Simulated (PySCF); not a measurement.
**Working out the ionisation energy of P**

P [Ne] 3s2 3p3 (4S) → P⁺ [Ne] 3s2 3p2 (3P). Calculation: PySCF 2.14, in dyall-av3z (19s12p3d2f, 84 functions); no relativity, point nucleus. Frozen: [Ne]; the 26 highest virtual orbitals dropped. Energies in hartree (1 hartree = 27.21139 eV):

```tsv
part	P (lower)	P⁺ (upper)
UHF	-340.718958	-340.354763
MP2 opposite-spin	-0.061726	-0.052809
MP2 same-spin	-0.023168	-0.010664
```

What does Hartree-Fock give?

(-340.354763) − (-340.718958) = 0.364195 hartree = 9.910 eV.

What do MP2 and SCS-MP2 (6/5 opposite-spin, 1/3 same-spin) give?

The opposite-spin parts differ by 0.243 eV and the same-spin parts by 0.340 eV. MP2: 9.910 + (0.243) + (0.340) = 10.493 eV. SCS-MP2: 9.910 + 1.2 × (0.243) + (0.340)/3 = 10.315 eV.

Measured between the centres of the two terms (NIST): 10.526 eV, so MP2 (valence) is off by -0.033 eV.

What remains against the reference includes basis incompleteness, the frozen core and correlation beyond second order.
